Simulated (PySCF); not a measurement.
SiCl4, SMILES Cl[Si](Cl)(Cl)Cl. Geometry optimised at ωB97X-D3(BJ)/def2-SVP. The isomer is the one that the SMILES or the coordinates give; other isomers of the formula were not compared.

Computed equilibrium geometry at ωB97X-D3(BJ)/def2-SVP (PySCF confirms it by a frequency run) as a Z-matrix, and its point group:
point group Td.
```
Si
Cl 1 2.0293
Cl 1 2.0293 2 109.47
Cl 1 2.0293 2 109.47 3 -120.00
Cl 1 2.0293 2 109.47 3 120.00
```
Charge 0, spin multiplicity 1.
